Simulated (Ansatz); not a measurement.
Ansatz (a first-principles code) input (CCSD(T)/cc-pwCVQZ): A basis named .json is the Basis Set Exchange file of that set (core-valence sets with the plain set on hydrogen).

Ansatz 0.2 input:
```yaml
crystal:
  periodic: [false, false, false]
  atoms:
    - {symbol: C, position_ang: [-0.14705728, -0.01302798, 0.65292698]}
    - {symbol: F, position_ang: [0.01653730, 1.14223575, -0.25159314]}
    - {symbol: F, position_ang: [-0.01718667, -1.12927050, -0.30451251]}
    - {symbol: H, position_ang: [0.88818797, -0.03851944, 1.08738899]}
basis:
  gaussian:
    orbitals: cc-pwCVQZ.json
total_charge: -1
magnetization: {spin_polarized: false}
correlation: {method: ccsd_t, electrons: outside_noble_gas}
```

Output:

```
Functional definition: HF
integrals: 2.20 GiB planned
1803 factors; integrals over basis functions are off by at most 7.0e-4 eV
mean field: 1.20 GiB planned
mean field evaluation 1: about -6457.0382 eV, gradient 2.5e1 eV
mean field evaluation 2: about -6457.0401 eV, gradient 2.5e1 eV
mean field evaluation 4: about -6458.4509 eV, gradient 2.4e0 eV
mean field evaluation 8: about -6458.4925 eV, gradient 9.1e-2 eV
mean field evaluation 16: about -6458.4826 eV, gradient 1.1e0 eV
mean field -6458.49263077 eV, -237.3452264572 hartree, gradient 4.5e-6 eV, S^2 0.000000; 0 other end points of the search recorded, 0 dependent functions left out
3 core orbitals not correlated
reference -6458.49263077 eV, -237.3452264572 hartree; 10, 10 occupied and 269, 269 virtual orbitals, 1803 factors
second order -20.42998353 eV of doubles, -0.00000000 eV of singles
coupled cluster: 5.40 GiB planned
cycle   1  -19.94150226 eV  change    4.9e-1 eV  update   9.1e-2
cycle   2  -20.37832646 eV  change   -4.4e-1 eV  update   2.9e-2
cycle   3  -20.48259734 eV  change   -1.0e-1 eV  update   1.3e-2
cycle   4  -20.46462196 eV  change    1.8e-2 eV  update   2.9e-3
cycle   5  -20.46368138 eV  change    9.4e-4 eV  update   1.4e-3
cycle   6  -20.46523827 eV  change   -1.6e-3 eV  update   5.0e-4
cycle   7  -20.46494097 eV  change    3.0e-4 eV  update   2.6e-4
cycle   8  -20.46484061 eV  change    1.0e-4 eV  update   8.5e-5
cycle   9  -20.46488556 eV  change   -4.5e-5 eV  update   3.7e-5
cycle  10  -20.46488404 eV  change    1.5e-6 eV  update   1.1e-5
perturbative correction -0.74678768 eV, -0.0274439410 hartree
Total energy: -6479.70430249 eV, -238.1247410152 hartree
```
